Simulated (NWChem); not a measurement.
System meant: C4H5N cation, doublet; SMILES of the neutral closed-shell parent c1cc[nH]c1

NWChem input:

```
start job
memory heap 200 mb stack 900 mb global 1100 mb
charge 1
geometry units angstroms noautoz
  C      0.677827    -1.026439     0.000000
  C     -0.696863    -1.013738     0.000000
  C     -1.107342     0.360690     0.000000
  N      0.010338     1.141803     0.000000
  C      1.113543     0.339833     0.000000
  H      1.337410    -1.883591     0.000000
  H     -1.372345    -1.858464     0.000000
  H     -2.101956     0.789653     0.000000
  H      0.019829     2.156799     0.000000
  H      2.115781     0.750564     0.000000
end
basis spherical
  C library def2-svp
  N library def2-svp
  H library def2-svp
end
dft
  odft
  mult 2
  xc xpbe96 cpbe96
  iterations 4
  mulliken
end
task dft energy
```

End of the output:

```
     --------------------------
     Expectation value of S2:
     --------------------------
      <S2> =      0.7536 (Exact =     0.7500)

 center of mass
 --------------
 x =   0.00000568 y =   0.00100777 z =   0.00000000

 moments of inertia (a.u.)
 ------------------
         211.117590076555          -0.000000000000           0.000000000000
          -0.000000000000         191.414908651097           0.000000000000
           0.000000000000           0.000000000000         402.532498727652

     Multipole analysis of the density
     ---------------------------------

     L   x y z        total         alpha         beta         nuclear
     -   - - -        -----         -----         ----         -------
     0   0 0 0      1.000000    -18.000000    -17.000000     36.000000

     1   1 0 0      0.005520      0.002583      0.002937      0.000000
     1   0 1 0      0.925121      0.391408      0.533713     -0.000000
     1   0 0 1     -0.000000     -0.000000      0.000000      0.000000

     2   2 0 0    -12.167306    -67.574894    -62.563275    117.970863
     2   1 1 0     -0.003591      0.000182     -0.003967      0.000194
     2   1 0 1      0.000000      0.000000     -0.000000      0.000000
     2   0 2 0    -11.637903    -70.508773    -69.428162    128.299032
     2   0 1 1     -0.000000     -0.000000      0.000000      0.000000
     2   0 0 2    -21.695156    -11.873607     -9.821549      0.000000

 ------------------------------------------------------------------------
 dft energy failed                                                                                  0
 ------------------------------------------------------------------------
 ------------------------------------------------------------------------
  current input line :
    28: task dft energy
 ------------------------------------------------------------------------
 ------------------------------------------------------------------------
 This type of error is most commonly associated with calculations not reaching convergence criteria
 ------------------------------------------------------------------------
 For more information see the NWChem manual at https://nwchemgit.github.io

0:dft energy failed:Received an Error in Communication
```

### Question
What is wrong, and how is it mended?

### Answer
The run did not converge; its last values are not results. Cause: the SCF was allowed too few iterations. This input runs:
```
start job
memory heap 200 mb stack 900 mb global 1100 mb
charge 1
geometry units angstroms noautoz
  C      0.677827    -1.026439     0.000000
  C     -0.696863    -1.013738     0.000000
  C     -1.107342     0.360690     0.000000
  N      0.010338     1.141803     0.000000
  C      1.113543     0.339833     0.000000
  H      1.337410    -1.883591     0.000000
  H     -1.372345    -1.858464     0.000000
  H     -2.101956     0.789653     0.000000
  H      0.019829     2.156799     0.000000
  H      2.115781     0.750564     0.000000
end
basis spherical
  * library def2-svp
end
dft
  odft
  mult 2
  xc xpbe96 cpbe96
  iterations 150
  mulliken
end
task dft energy
```
It converges to -209.46005 Ha (PBE/def2-SVP, spin-unrestricted).
